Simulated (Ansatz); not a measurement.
Results of PBEsol-D3(BJ) in Ansatz (plane waves, PAW) for 1T (CdI2-type) SnSe2.

Settings: plane-wave cutoff 520 eV, 12×12×6 k mesh (along the axes of the cell as run), Fermi–Dirac smearing 0.01 eV, scalar-relativistic PAW data made under PBE.

Energies at three volumes about the minimum:

```tsv
V (Å³/atom)	E − E_lowest (meV/atom)
23.431	1.16
23.910	0.00
24.388	1.16
```

Question: Fit a parabola by hand: where is the minimum, and what is the bulk modulus?

Answer: Slopes: (0.00 − 1.16)/(23.910 − 23.431) = -2.422 and (1.16 − 0.00)/(24.388 − 23.910) = 2.427 meV/Å³. Curvature E″ = 2 × (2.427 − (-2.422))/(24.388 − 23.431) = 10.134 meV/Å⁶. From the middle of the first interval, the slope vanishes at V0 = 23.6705 − (-2.422)/10.134 = 23.909 Å³/atom. B = V0 E″ = 23.909 × 10.134 meV/Å³ × 0.1602 GPa per meV/Å³ = 38.8 GPa. The full Birch–Murnaghan fit to all volumes gives V0 = 23.898 Å³/atom and B0 = 39.0 GPa.

Shape and atoms are relaxed at each volume.

Note: the bulk modulus comes from volumes at which shape and atoms were relaxed.

Ansatz is an electronic-structure program.
